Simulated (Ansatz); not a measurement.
# CH3FN2: small, medium and large basis sets

One table from this session's results is given with a row withheld; the runs are named, their logs left out.

Program: Ansatz 0.2.0, Gaussian basis. Level of theory: one geometry, several basis sets. These are calculated values, not measurements.

Levels to be run: PBE0-D4/def2-SVP; ωB97M-V/def2-SVP; PBE0-D4/def2-QZVPP; ωB97M-V/def2-QZVPP; the functionals' def2-TZVPP values are taken from earlier runs.

### The geometry

All runs share one geometry, relaxed beforehand with PBE0-D4 in a triple-zeta def2 set.

7 atoms, charge 0, spin multiplicity 1.

Atoms are counted from 1 here; the program's logs count them from 0.

Bond lengths: N1–C2 1.252 Å, N1–H5 1.013 Å, C2–N3 1.356 Å, C2–F4 1.350 Å, N3–H6 1.005 Å, N3–H7 1.004 Å. Angles: C2–N1–H5 111.7°, N1–C2–N3 126.2°, N1–C2–F4 124.1°, N3–C2–F4 109.8°, C2–N3–H6 115.5°, C2–N3–H7 117.5°, H6–N3–H7 117.2°.

The first run:

The input, in.yaml:

```yaml
crystal:
  periodic: [false, false, false]
  atoms:
    - {symbol: N, position_ang: [-0.840085, 1.050137, -0.309596]}
    - {symbol: C, position_ang: [-0.251216, -0.045466, -0.170390]}
    - {symbol: N, position_ang: [0.778132, -0.298518, 0.674704]}
    - {symbol: F, position_ang: [-0.590149, -1.174770, -0.827919]}
    - {symbol: H, position_ang: [-1.621000, 0.976348, -0.950965]}
    - {symbol: H, position_ang: [1.221157, 0.511583, 1.070846]}
    - {symbol: H, position_ang: [1.364459, -1.087216, 0.467720]}
basis:
  gaussian: {orbitals: def2-SVP}
hamiltonian: {xc: pbe0, dispersion: d4}
output: {orbitals: {seedname: orbitals}}
```

Started as:

```
$ ansatz run in.yaml --threads 2 --pin off --events-out ev --progress --plain --max-ram 4352MiB
```

Among the steps run: PBE0-D4 in def2-SVP; ωB97M-V in def2-SVP; PBE0-D4 in def2-QZVPP; ωB97M-V in def2-QZVPP.

One of the session's tables, all rows but one given; the rest of the session is left out.

```
functional       basis  HOMO (eV)  LUMO (eV)
   PBE0-D4    def2-SVP      -7.26       1.53
   PBE0-D4  def2-TZVPP      -7.54       0.90
   PBE0-D4  def2-QZVPP          ?          ?
   ωB97M-V    def2-SVP      -9.54       3.37
   ωB97M-V  def2-TZVPP      -9.84       2.31
   ωB97M-V  def2-QZVPP      -9.90       1.65
```

**Question.** Estimate the row for PBE0-D4, def2-QZVPP.

**Answer.** HOMO (eV): -7.60; LUMO (eV): 0.49. In the column «HOMO (eV)» it lies between ωB97M-V, def2-SVP (-9.54) and PBE0-D4, def2-TZVPP (-7.54).
